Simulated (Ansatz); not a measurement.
A run on C3H6S2 (`CCC(=S)S`) with other settings.

```yaml
crystal:
  periodic: [false, false, false]
  atoms:
    - {symbol: C, position_ang: [-1.137555, 0.634110, 0.950309]}
    - {symbol: C, position_ang: [0.046399, 0.615049, -0.190255]}
    - {symbol: C, position_ang: [0.628347, -0.818665, -0.422091]}
    - {symbol: S, position_ang: [0.105773, -2.092156, 0.331264]}
    - {symbol: S, position_ang: [1.945421, -0.764440, -1.513577]}
    - {symbol: H, position_ang: [-1.454040, 1.738985, 0.927071]}
    - {symbol: H, position_ang: [-0.744181, 0.408145, 1.815514]}
    - {symbol: H, position_ang: [-1.923344, -0.012920, 0.672685]}
    - {symbol: H, position_ang: [-0.389061, 0.984361, -1.197532]}
    - {symbol: H, position_ang: [0.844813, 1.269393, 0.021492]}
    - {symbol: H, position_ang: [2.192991, -2.011591, -1.487727]}
basis:
  gaussian: {orbitals: 6-31G}
hamiltonian: {xc: {name: rPW86-PBE}, dispersion: d3bj, pseudopotentials: {relativity: none}}
```

```sh
$ ansatz run in.yaml --threads 4 --pin off --events-out ev --progress --plain --max-ram 10444MiB
```

It prints (some lines left out):

```
Functional definition: rPW86-PBE
853 factors; integrals over basis functions are off by at most 2.3e-4 eV
mean field evaluation 1: about -24894.5724 eV, gradient 5.2e1 eV
mean field evaluation 2: about -24884.0123 eV, gradient 7.9e1 eV
mean field evaluation 4: about -24901.5939 eV, gradient 7.3e0 eV
mean field evaluation 8: about -24901.7397 eV, gradient 1.6e-1 eV
mean field evaluation 16: about -24901.7398 eV, gradient 3.2e-5 eV
mean field -24901.73976188 eV, -915.1220572437 hartree, gradient 3.2e-5 eV, S^2 0.000000; 0 other end points of the search recorded, 0 dependent functions left out
reference -24901.73985402 eV, -915.1220606297 hartree; 28, 28 occupied and 37, 37 virtual orbitals, 853 factors
Total energy: -24902.04203246 eV, -915.1331654825 hartree
```

It took 1.2 s on 4 threads of an Arm Neoverse V2 on a shared host, with 0.17 GiB of host memory at the peak.
